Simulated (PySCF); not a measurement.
Energy landscape of H₂Si, singlet: map of symmetric stretch and bend. Scanned: Si-H bond length and H-Si-H angle.

Cartesian coordinates as functions of the variables (Å; names that start with a are angles):
```
Si  0  0  0
H  r*sin(a/2)  0  r*cos(a/2)
H  -r*sin(a/2)  0  r*cos(a/2)
```

Method: restricted B3LYP/6-31G*, spherical d (PySCF).

Energy in mEh above the lowest grid point; x is the Si-H bond length (Å), y the H-Si-H angle (°).

```csv
y \ x,1.29,1.39,1.46,1.54,1.62,1.69,1.77,1.84,1.92,2,2.05
180,141.5,117.9,113.9,118.2,128.8,141.6,158.8,170.8,174.9,179.9,183.4
173,139.7,115.7,111.4,115.1,124.9,136.1,146.3,151.3,157.1,163.6,168.1
163,131.2,105.6,99.8,101.0,106.9,112.9,119.8,126.0,133.8,142.4,148.0
153,117.2,89.2,81.4,80.0,83.4,88.6,96.0,103.6,113.2,123.4,130.1
143,100.1,70.2,61.1,58.5,61.4,66.9,75.4,84.1,95.1,106.9,114.5
133,82.9,51.8,42.1,39.2,42.4,48.4,57.9,67.6,79.9,92.9,101.3
123,67.9,36.1,26.2,23.3,26.8,33.4,43.7,54.2,67.5,81.5,90.5
113,56.2,24.0,14.0,11.3,15.0,22.0,32.9,44.1,58.1,72.9,82.4
103,48.9,16.3,6.1,3.3,7.3,14.6,25.8,37.4,51.9,67.2,77.0
93,46.6,13.4,2.9,0.0,3.9,11.2,22.6,34.4,49.1,64.7,74.6
83,50.0,16.0,5.0,1.6,5.2,12.2,23.5,35.2,49.9,65.4,75.4
70,63.9,28.3,16.4,11.9,14.5,20.9,31.3,42.5,56.6,71.7,81.4
```

Points that lie below all their neighbours on the grid: x = 1.54, y = 93 (0.0 mEh).
